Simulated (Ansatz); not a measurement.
# What each rung costs and misses: atomization of CS2, singlet

Geometry (MP2(full)/6-31G*, from the G2/97 set):

```xyz
3

S     0.0000    0.0000    1.5611
C     0.0000    0.0000    0.0000
S     0.0000    0.0000   -1.5611
```

Measured, as an electronic atomization energy: 277.8 kcal/mol (G2/97 heats of formation of molecule and atoms, with zero-point and thermal terms from B3LYP taken off; Curtiss et al., J. Chem. Phys. 106, 1063 (1997), Staroverov et al., J. Chem. Phys. 119, 12129 (2003)). The measured value holds scalar relativity and spin–orbit coupling, which all computed ones lack, and core correlation, which the wave-function levels lack. Atoms are taken at the same level; beside RHF, RMP2 and RCC rows they are unrestricted. Ansatz 0.2.0; the 6-31G* set has Cartesian d functions; a miss is computed less measured; times are wall times on shared hosts and scatter by a factor of two or so.

```
    level        basis  miss (kcal/mol)  time of the run              hardware
      RHF  cc-pV(D+d)Z           -118.1                –                     –
     RMP2  cc-pV(D+d)Z             -8.9                –                     –
 RCCSD(T)  cc-pV(D+d)Z            -26.5           0.97 s          1 CPU thread
RCCSDT(Q)  cc-pV(D+d)Z            -25.4            2.1 s  H100 + 2 CPU threads
      RHF  cc-pV(T+d)Z           -114.3                –                     –
     RMP2  cc-pV(T+d)Z              7.9                –                     –
 RCCSD(T)  cc-pV(T+d)Z            -11.6              3 s          1 CPU thread
RCCSDT(Q)  cc-pV(T+d)Z            -10.8             15 s  H100 + 2 CPU threads
      RHF  cc-pV(Q+d)Z           -113.8                –                     –
     RMP2  cc-pV(Q+d)Z             15.1                –                     –
 RCCSD(T)  cc-pV(Q+d)Z             -4.5            2.2 s  H100 + 2 CPU threads
```

A dash: the level came out of a higher level's run.

A composite of the best parts (restricted reference, at this geometry, which isn't the minimum of the high levels):

```tsv
part	kcal/mol
Hartree–Fock limit (T, Q; exp(−5.46 √X))	164.14
CCSD(T) correlation limit (T, Q; X⁻³)	114.18
CCSDT − CCSD(T) (TZ)	-0.99
(Q) (TZ)	1.81
sum	279.1
sum less measured	1.3
```
